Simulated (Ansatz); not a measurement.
A made-up structure of SiHO2 (charge +1), closed shell:

```json
{"atom": "O1", "x (Å)": "1.6716", "y (Å)": "0.7886", "z (Å)": "0.7371"}
{"atom": "Si2", "x (Å)": "-0.5483", "y (Å)": "0.2321", "z (Å)": "-0.0070"}
{"atom": "O3", "x (Å)": "0.9560", "y (Å)": "-0.0626", "z (Å)": "0.0260"}
{"atom": "H4", "x (Å)": "1.5726", "y (Å)": "-0.8104", "z (Å)": "0.0144"}
```

It is relaxed with PBE-D4/def2-SVP and then PBE0-D4/def2-TZVP (Ansatz 0.2.0). Atoms count as bonded within 1.22 times the sum of their covalent radii (H–H: 0.88 Å). The end point is not checked to be a true minimum.

Does its bonding change? (Judge from chemistry; the calculation decides.)

Computed: Yes. Formed: O1–Si2; broken: none.

Where it ends: The first stage lowers the energy by 3.82 eV in 11 steps. It ends as SiHO₂ ([O]1[OH][Si]1), total charge +1:
| atom | x (Å) | y (Å) | z (Å) |
| --- | --- | --- | --- |
| O1 | 1.1816 | 0.8379 | 0.6937 |
| Si2 | -0.3935 | 0.5212 | 0.2827 |
| O3 | 1.2304 | -0.2235 | -0.3337 |
| H4 | 1.6335 | -0.9880 | 0.1278 |

Labels in which every atom is bracketed show which atoms are joined, not bond orders.

For scale, one of the runs: PBE0-D4/def2-TZVP relaxation, 105 basis functions, launched by `ansatz run in.yaml --threads 2 --pin off --events-out ev --progress --plain --max-ram 4352MiB`. Hardware: 2 CPU threads of an Arm Neoverse V2, shared host. Wall time about 9 s.
